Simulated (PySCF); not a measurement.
Numbering as in the mapped SMILES `[F:1][C:2]([F:3])=[CH:4][Cl:5]` (H(Xn): hydrogen on atom n).

Theory: PBE0-D3(BJ)/def2-TZVP geometry, σ from GIAO-B97-2/pcSseg-2, in PySCF (non-relativistic, a single conformation, no solvent model).

Scale: $^{13}$C (σref 185.38) and $^{1}$H (σref 31.64) vs TMS; CFCl3 for $^{19}$F (σref 175.98); $^{35}$Cl (σref 941.52) against HCl (reference shieldings calculated alike).

| atoms | nucleus | count | δ (ppm) |
| --- | --- | --- | --- |
| H(C4) | $^{1}$H | 1 | 5.21 |
| F1 | $^{19}$F | 1 | -86.9 |
| C4 | $^{13}$C | 1 | ? |
| C2 | $^{13}$C | 1 | 170.1 |
| F3 | $^{19}$F | 1 | -91.8 |
| Cl5 | $^{35}$Cl | 1 | ? |

Task: Complete the table.

Result: 
- C4: 86.1 ppm, alkene CH
- Cl5: 99 ppm, chlorine bonded to C

Carbons that carry Cl, above all several Cl atoms, come out too deshielded, partly because spin–orbit coupling is missing. Shifts are as computed. Against solution values, carbons near 30 ppm lie about +3 ppm off and those near 130 ppm about +7 ppm; carbons on Cl a further +5 ppm. Of 1211 compounds with measured shifts, 218 miss one by over three times the rms of a fit or turn the order of signals round; such compounds aren't used in these exercises. Unscaled 19F shifts against computed CFCl3 carry errors that often reach 10 to 50 ppm.
